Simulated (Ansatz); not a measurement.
System: rutile CrO2. Method: PBE in Ansatz (plane waves, PAW).

Numerical settings: plane-wave cutoff 500 eV, 10×10×14 k mesh (along the axes of the cell as run), Fermi–Dirac smearing 0.05 eV, spin-polarised with parallel moments, scalar-relativistic PAW data made under PBE.

Computed at the level's own relaxed cell.

### Question
Estimate the equilibrium volume per atom, equilibrium lattice constant a, lattice parameter c and magnetic moment (largest site, within a sphere) that the calculation returns.

### Answer

- equilibrium volume per atom: 9.62 Å³/atom
- equilibrium lattice constant a: 4.444 Å
- lattice parameter c: 2.921 Å
- magnetic moment (largest site, within a sphere): 1.75 μB

Measured, for comparison: lattice constant a 4.419 Å, lattice parameter c 2.915 Å (room temperature, no zero-point or thermal correction; as tabulated in Hiroi (2015), arXiv:1503.02262). Computed (rounded) less measured: lattice constant a +0.6 %, lattice parameter c +0.2 %.

Moments are spin moments.

The computed numbers hold no vibrational or temperature effects.

Computing time: roughly 2.1 core-minutes.

Ansatz is a first-principles code.
